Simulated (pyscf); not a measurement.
Optimised with ωB97X-D3(BJ)/def2-SVP in PySCF.

Estimate the classical barrier height and the reaction energy of •O–Sn(Cl)(Cl)–Cl + hydrogen (H₂) → HO–Sn(Cl)(Cl)–Cl + H atom (H•) at ωB97M-D3(BJ)/def2-TZVP. The step runs on the doublet surface, breaks H–H and forms H–O; take the separated reactants as zero.

ΔE‡ = 2.0 kcal/mol, ΔE = -16.0 kcal/mol. Zero-point energy shifts the barrier by -0.3 kcal/mol. It is a hydrogen abstraction, with an imaginary mode of 837i cm⁻¹. This is the saddle that the search found; another between the same sides may lie lower. The angle at the transferred H is 153°. Elements past Kr carry the def2 core potentials, without spin-orbit coupling.
